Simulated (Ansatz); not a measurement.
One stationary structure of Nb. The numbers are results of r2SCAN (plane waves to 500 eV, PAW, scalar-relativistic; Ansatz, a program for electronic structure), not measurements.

```xyz
1
Lattice="-1.6514 1.6514 1.6514 1.6514 -1.6514 1.6514 1.6514 1.6514 -1.6514" Properties=species:S:1:pos:R:3 pbc="T T T"
Nb     0.0000     0.0000     0.0000
```

Question: Find the space group and the Wyckoff positions (tolerance 0.01 Å).

Answer: Space group Im-3m (No. 229); a = b = c = 3.303 Å, α = β = γ = 90.00°

```
atom  site  symmetry       x       y       z
----  ----  --------  ------  ------  ------
Nb      2a      m-3m  0.0000  0.0000  0.0000
```

This is the bcc (W type).

Question: Give the shortest distances between elements (the closest pairs, up to four, under 3.6 Å).

Answer: Nb–Nb 2.86 Å.

The volume per atom is 18.02 Å³. The band gap is no gap (metallic).

No spin polarisation in the result.

Measured for Nb: a 3.294 Å (static lattice; corrected from measurement; as listed in Daniel Mejia-Rodriguez, S. B. Trickey, Phys. Rev. B (2018)). Computed minus measured — a: r2SCAN +0.3 %. The computed values are for a static lattice.

The run could not lose the symmetry of its start.

It was reached from a disturbed copy of a Fm-3m (No. 225) cell (fcc (Cu type)), against which it lies -0.33 eV/atom.
